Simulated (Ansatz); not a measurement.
The input, for Ansatz 0.2.0:

```yaml
crystal:
  periodic: [false, false, false]
  atoms:
    - {symbol: Hf, position_ang: [0.000000, 0.000000, 0.159218]}
    - {symbol: C, position_ang: [0.000000, 0.000000, -1.938489]}
    - {symbol: H, position_ang: [0.000000, 0.908204, -2.547892]}
    - {symbol: H, position_ang: [0.000000, -0.908204, -2.547892]}
basis:
  gaussian: {orbitals: def2-TZVPP}
total_charge: 1
magnetization: {spin_polarized: true, initial_magnetization: 3}
correlation: {method: ccsdt_q, electrons: outside_noble_gas}
```

```sh
$ ansatz run in.yaml --threads 2 --pin off --events-out ev --progress --plain --max-ram 24576MiB --backend cuda --devices 0, --max-vram 18GiB
```

The program prints:

```
1446 factors; integrals over basis functions are off by at most 5.6e-5 eV
mean field evaluation 1: about -2335.8172 eV, gradient 3.7e1 eV
mean field evaluation 2: about -2335.8172 eV, gradient 3.7e1 eV
mean field evaluation 4: about -2344.2165 eV, gradient 3.6e0 eV
mean field evaluation 8: about -2344.5249 eV, gradient 1.3e-1 eV
mean field evaluation 16: about -2344.5873 eV, gradient 7.5e-1 eV
mean field evaluation 32: about -2345.2486 eV, gradient 1.8e-2 eV
mean field evaluation 64: about -2344.5263 eV, gradient 5.6e-2 eV
mean field evaluation 96: about -2345.2495 eV, gradient 7.2e-4 eV
mean field evaluation 128: about -2345.2486 eV, gradient 7.5e-3 eV
mean field evaluation 160: about -2344.1969 eV, gradient 4.7e0 eV
...
cycle  14  -5.76475753 eV  change   -4.2e-5 eV  update   5.7e-5
cycle  15  -5.76477164 eV  change   -1.4e-5 eV  update   3.2e-5
cycle  16  -5.76477655 eV  change   -4.9e-6 eV  update   1.9e-5
cycle  17  -5.76477711 eV  change   -5.6e-7 eV  update   1.2e-5
cycle  18  -5.76477190 eV  change    5.2e-6 eV  update   7.2e-6
cycle  19  -5.76477237 eV  change   -4.6e-7 eV  update   4.6e-6
cycle  20  -5.76477393 eV  change   -1.6e-6 eV  update   2.9e-6
cycle  21  -5.76477541 eV  change   -1.5e-6 eV  update   2.0e-6
cycle  22  -5.76477600 eV  change   -5.9e-7 eV  update   1.3e-6
cycle  23  -5.76477627 eV  change   -2.7e-7 eV  update   8.8e-7
perturbative correction -0.01050224 eV, -0.0003859502 hartree
Total energy: -2351.02490931 eV, -86.3985718353 hartree
```

Ran on 2 threads of AMD EPYC 7R13 with a shared H100 80 GB, shared host: 49 s wall, 1.1 GiB peak host memory.
